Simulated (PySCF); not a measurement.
C4H4S, SMILES C#C/C=C\S, CAM-B3LYP/def2-SVP optimised geometry.

```
9

C      1.71    -0.89     0.00
C      0.50    -0.90     0.00
C     -0.93    -0.90     0.00
C     -1.69     0.21     0.00
S     -1.17     1.87     0.00
H      2.78    -0.90     0.00
H     -1.43    -1.87     0.00
H     -2.78     0.11     0.00
H      0.15     1.62     0.00
```

Density from CAM-B3LYP/def2-TZVP in PySCF at that geometry.

Minimum of the electron density along straight lines between bonded atoms, close to the bond critical point (lines longer than 1.1 times the sum of covalent radii, or with two minima, are not listed):

```tsv
bond	length / Å	ρ at the minimum / e bohr⁻³	∇²ρ there / e bohr⁻⁵	position (fraction from the first atom)
C1–C2	1.210	0.413	-1.17	0.49
C2–C3	1.425	0.291	-0.85	0.53
C3–C4	1.345	0.342	-1.02	0.49
C4–S5	1.743	0.209	-0.44	0.49
C1–H6	1.074	0.284	-1.05	0.67
C3–H7	1.093	0.279	-0.98	0.65
C4–H8	1.093	0.282	-1.00	0.65
S5–H9	1.351	0.217	-0.64	0.65
```
